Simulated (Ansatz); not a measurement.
Elements on the sites of an ideal fcc lattice, at a guessed lattice constant:

```yaml
crystal:
  lattice:
    - [-3.74681, 3.74681, -3.74681]
    - [3.74681, 3.74681, 3.74681]
    - [3.74681, -3.74681, -3.74681]
  atoms:
    - { symbol: Cu, position: [0.75000, 0.50000, 0.75000] }
    - { symbol: Cu, position: [0.25000, 0.25000, 0.50000] }
    - { symbol: Cu, position: [0.75000, 0.00000, 0.25000] }
    - { symbol: Cu, position: [0.75000, 0.75000, 0.50000] }
    - { symbol: Cu, position: [0.00000, 0.00000, 0.00000] }
    - { symbol: Cu, position: [0.25000, 0.50000, 0.25000] }
    - { symbol: Cu, position: [0.75000, 0.25000, 0.00000] }
    - { symbol: Cu, position: [0.25000, 0.75000, 0.00000] }
    - { symbol: Os, position: [0.25000, 0.00000, 0.75000] }
    - { symbol: Os, position: [0.00000, 0.25000, 0.75000] }
    - { symbol: Os, position: [0.50000, 0.00000, 0.50000] }
    - { symbol: Os, position: [0.50000, 0.75000, 0.75000] }
    - { symbol: Os, position: [0.00000, 0.50000, 0.50000] }
    - { symbol: Os, position: [0.50000, 0.25000, 0.25000] }
    - { symbol: Os, position: [0.00000, 0.75000, 0.25000] }
    - { symbol: Os, position: [0.50000, 0.50000, 0.00000] }
```

Cell and atoms were relaxed without symmetry on coarser meshes and computed once more. These are results of DFT PBE, scalar-relativistic, plane waves, PAW (Ansatz 0.2.0), not measurements.

Settings: cutoff 420 eV, Γ-centred mesh 5×6×6 on the computed 16-atom cell, Gaussian smearing of 0.10 eV; no spin polarisation.

The relaxation ran on 3×3×3 k points with a smearing of 0.1 eV, from sites shaken by 0.02 Å.

Task: What does the relaxation give?

Result: A volume of 13.38 Å³/atom and no gap on the mesh. It lies 0.45 eV/atom above the elements' standard states (static lattices, no corrections for gases). The atoms leave their sites by 0.10 Å (root mean square) and 0.19 Å at most, and the cell stretches by up to 2.7 % at fixed volume.

```xyz
16
Lattice="-3.8607 3.7332 -3.6958 3.8812 3.7521 3.6942 3.8604 -3.7316 -3.6939" Properties=species:S:1:pos:R:3 pbc="T T T"
Cu    1.9747    1.9505   -3.6925
Cu    1.8831    0.0042   -1.7905
Cu    1.8991    5.6437    0.0033
Cu    1.9820    3.7163   -1.8107
Cu    3.8540    3.6630   -3.6921
Cu    1.8837    1.8973    0.0052
Cu   -1.9756    3.7365   -1.9011
Cu    1.9827    3.7155    1.8141
Os    1.9711   -1.7930   -3.6930
Os   -0.0184    1.8598   -5.5499
Os    0.0715    0.1189   -3.6950
Os    3.8735    1.7800   -1.7445
Os    0.0196    3.6327   -3.6926
Os   -0.0165    1.8577   -1.8337
Os    0.0154    5.5137   -1.9437
Os    3.7947    0.1922   -3.6923
```

The final mesh leaves forces up to 0.09 eV/Å and stresses up to 0.6 GPa: the relaxation ran on a coarser mesh, so the cell's shape, its bonds and its energy belong partly to that mesh.

Spin-orbit coupling is left out, which matters for the bands of heavy elements.

Cost: 2 runs of about 14 core-minutes in all (earlier runs that led there not counted), on Intel Xeon Platinum 8488C (Sapphire Rapids) (shared hosts).